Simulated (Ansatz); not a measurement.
Cost and result for the atomization energy of C2H6B (`[BH]CC`) radical (9 atoms, 8 bonds).

Z-matrix (Å, degrees):
```
C
C 1 1.524
B 1 1.537 2 119.1
H 1 1.103 2 110.9 3 123.1
H 1 1.103 2 110.9 3 -123.1
H 2 1.093 1 111.8 3 -180.0
H 2 1.092 1 110.9 3 59.5
H 2 1.092 1 110.9 3 -59.5
H 3 1.197 1 127.6 2 -180.0
```

Total charge 0; spin multiplicity 2. Geometry: relaxed with PBE0-D4/def2-TZVP. Program: Ansatz. All runs use 2 threads of a server CPU on a shared host. Times are those of one run each, without the atoms' runs, and a repeat can differ threefold. Electronic energies, without spin–orbit coupling; frozen cores. CCSD(T)/CBS adds CCSD(T) − MP2 in def2-TZVPP to the MP2 limit, and its time is that of the two runs behind it. T1 = 0.011; ⟨S²⟩ of the reference is 0.75. B3LYP takes the VWN-RPA correlation (the form of Gaussian; ORCA's B3LYP/G).

CCSD(T)/CBS is a level of theory with its own doubt, some kJ/mol a heavy atom from the limit and from the frozen cores, so smaller differences don't rank the functionals.

```tsv
level	functions	wall time	atomization (kcal/mol)	difference from CCSD(T)/CBS	per bond
BLYP-D4/def2-TZVPP	177	1.9 s	771.1	1.6	0.2
PBE-D4/def2-TZVPP (with forces)	177	2.3 s	786.8	17.3	2.2
CCSD(T)/def2-SVP	72	3 s	742.9	-26.6	-3.3
PBE0-D4/def2-TZVPP	177	3.4 s	780.4	10.9	1.4
B3LYP-D4/def2-TZVPP (with forces)	177	3.6 s	777.1	7.6	1.0
r2SCANh-D4/def2-TZVPP	177	4.4 s	777.9	8.4	1.1
B2PLYP/def2-TZVPP	177	4.6 s	768.1	-1.4	-0.2
PBE-QIDH/def2-TZVPP	177	4.9 s	774.0	4.5	0.6
B97M-V/def2-TZVPP	177	6.5 s	776.9	7.4	0.9
ωB97M-V/def2-TZVPP (with forces)	177	7.5 s	774.4	4.9	0.6
MP2/def2-QZVPP	351	18 s	769.8	0.3	0.0
CCSD(T)/def2-TZVPP	177	56 s	754.6	-14.9	-1.9
CCSD(T)/CBS(def2)	–	73 s	769.5	0.0	0.0
```

In def2-TZVPP, CCSD(T) changes the Hartree–Fock value by +152.8 kcal/mol (the triples alone add +7.3 kcal/mol) and MP2 by +159.4 kcal/mol; breaking electron pairs costs correlation energy, which Hartree–Fock lacks. From BLYP to BHLYP (50 % exact exchange), in def2-TZVPP and without D4, the atomization energy moves by −4.7 kcal/mol: exact exchange takes away binding that semilocal exchange gives to molecules. At CCSD(T), def2-SVP lies −26.5 kcal/mol from the extrapolated value and def2-TZVPP −14.9 kcal/mol: correlation converges slowly with the basis, and small sets miss more of it in the bonded molecule than in its fragments.
